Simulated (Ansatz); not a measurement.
Process, species as SMILES: P#P (P2) → P2+ (doublet, bonded as P#P) + e-
B3LYP-D3(BJ)/def2-TZVP geometries, fixed; electronic energies without zero-point terms.

Basis-set convergence of the adiabatic ionisation energy at MP2 with Ansatz (an electronic-structure program). Cartesian d functions, on some or all atoms, in 6-311G**, 6-311+G**; all else is spherical. Cores are frozen. The T1 diagnostic of CCSD is high for at least one species. A restricted Hartree-Fock determinant is unstable towards unrestricted orbitals. An unrestricted Hartree-Fock determinant is markedly spin-contaminated. Open shells are unrestricted. No added dispersion term, no relativity. Functions are those of the species that has most. Reference: Hartree-Fock in aug-cc-pV(Q+d)Z plus the correlation part extrapolated as X^-3 from aug-cc-pV(T+d)Z and aug-cc-pV(Q+d)Z, 11.314 eV, itself unsure by roughly 0.025 eV (a third of the extrapolation step and of the last Hartree-Fock step). Deviations are taken from unrounded values.

| basis | functions | adiabatic ionisation energy (eV) | minus reference (eV) |
|---|---|---|---|
| 6-311G** | 54 | 10.943 | -0.371 |
| 6-311+G** | 62 | 10.950 | -0.364 |
| pcseg-2 | 68 | 11.017 | -0.297 |
| def2-TZVP | 74 | 11.084 | -0.230 |
| 6-311++G(3df,3pd) | 94 | 11.122 | -0.192 |
| jun-cc-pV(T+d)Z | 96 | 11.123 | -0.191 |
| aug-pcseg-2 | 100 | 11.093 | -0.221 |
| cc-pV(Q+d)Z | 128 | 11.212 | -0.102 |
| def2-QZVPP | 140 | 11.215 | -0.099 |
